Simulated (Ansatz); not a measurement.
A run of Ansatz (development build ahead of 0.2.0) on singlet C3 at this shape:

```xyz
3

C    -0.0032   -0.0792   -1.5793
C    -0.0329   -0.0730    0.2891
C     0.1495    0.0640    1.5421
```

Its results:

- Converged: yes
- Total energy: -111.68271 hartree

Forces (eV/Å):
```json
{"atom": "C1", "Fx": "-0.219", "Fy": "0.022", "Fz": "12.021"}
{"atom": "C2", "Fx": "0.671", "Fy": "0.314", "Fz": "-9.203"}
{"atom": "C3", "Fx": "-0.452", "Fy": "-0.335", "Fz": "-2.818"}
```

Q: Which input gives this output? Name the method, the orbitals and the basis set, and write the input.

A: RHF in STO-3G. An unrestricted run that stays on the closed shell gives the same numbers.

```yaml
crystal:
  periodic: [false, false, false]
  atoms:
    - { symbol: C, position_ang: [-0.00317, -0.07919, -1.57934] }
    - { symbol: C, position_ang: [-0.03291, -0.07297, 0.28912] }
    - { symbol: C, position_ang: [0.14951, 0.06404, 1.54208] }
basis:
  gaussian: { orbitals: STO-3G }
hamiltonian:
  xc: hf
output:
  forces: true
```

Caution: stretched shape with no unrestricted run beside it, a lower state can exist.
